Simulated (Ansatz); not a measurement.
```yaml
crystal:
  periodic: [false, false, false]
  atoms:
    - {symbol: S, position_ang: [-1.635806, -0.395228, -0.003756]}
    - {symbol: P, position_ang: [-0.001977, 0.810042, 0.006769]}
    - {symbol: S, position_ang: [1.637715, -0.387247, -0.002783]}
basis:
  gaussian: {orbitals: def2-TZVP}
magnetization: {spin_polarized: true, initial_magnetization: 3}
hamiltonian: {xc: pbe0}
relax: {f_tol: 0.004, max_steps: 80}
```

```sh
$ ansatz run in.yaml --threads 1 --pin off --events-out ev --progress --plain --max-ram 2176MiB
```

Steps of the relaxation (energy above the last step; positions in Å, forces in eV/Å):

```
3
step 1, 9.8 meV
S    -1.636   -0.395   -0.004    0.257    0.036    0.000
P    -0.002    0.810    0.007    0.000   -0.071   -0.001
S     1.638   -0.387   -0.003   -0.257    0.035    0.000
```

```
3
step 2, 1.2 meV
S    -1.577   -0.415   -0.004   -0.076    0.002    0.000
P    -0.002    0.849    0.007    0.000   -0.005    0.000
S     1.579   -0.407   -0.003    0.076    0.003    0.000
```

```
3
step 3, 0.0 meV
S    -1.593   -0.409   -0.004    0.009    0.005    0.000
P    -0.002    0.839    0.007    0.000   -0.011    0.000
S     1.595   -0.402   -0.003   -0.009    0.005    0.000
```

```
3
step 5, 0.0 meV
S    -1.592   -0.409   -0.004    0.000    0.000    0.000
P    -0.002    0.839    0.007    0.000    0.000    0.000
S     1.594   -0.402   -0.003    0.000    0.000    0.000
```

Close pairs at the end: P2–S3 2.021 Å, S1–P2 2.021 Å.

A stationary point of unrestricted PBE0 after 5 steps, with ⟨S²⟩ = 3.765 against 3.75 for a pure state; no frequencies were run, so it isn't proven a minimum. 14 s on 1 thread of AMD EPYC 9R45, shared host.
